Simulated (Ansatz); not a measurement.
Mulliken charges of C4H4OS, SMILES `C=CSC#CO` from PBE/def2-TZVPP in Ansatz (PBE0-D4/def2-TZVP geometry).

| atom | x (Å) | y (Å) | z (Å) | charge (e) |
| --- | --- | --- | --- | --- |
| C1 | 0.431 | -2.513 | -0.601 | -0.221 |
| C2 | 0.043 | -1.307 | -0.211 | -0.066 |
| S3 | 0.011 | 0.077 | -1.292 | 0.028 |
| C4 | -0.250 | 1.348 | -0.240 | -0.289 |
| C5 | -0.418 | 2.334 | 0.434 | 0.236 |
| O6 | -0.707 | 3.373 | 1.156 | -0.207 |
| H7 | 0.786 | -2.711 | -1.606 | 0.081 |
| H8 | 0.397 | -3.346 | 0.090 | 0.101 |
| H9 | -0.308 | -1.100 | 0.794 | 0.101 |
| H10 | 0.100 | 3.793 | 1.480 | 0.236 |

Task: By hand: the dipole of these point charges (1 e Å = 4.8032 D).

Result: Σ q r = (0.118, 0.333, 0.352) e Å, of length 0.499 e Å = 2.40 D.

Task: How does the dipole of the full density compare? (Best estimate.)

Result: Ansatz gave: (0.238, 0.196, 0.338) e Å, 2.20 D; the point charges give 1.09 times that, at 21° from its direction.

Point charges leave out the atoms' own dipoles, such as those of lone pairs, and Mulliken's split depends on the basis, so the two needn't agree.
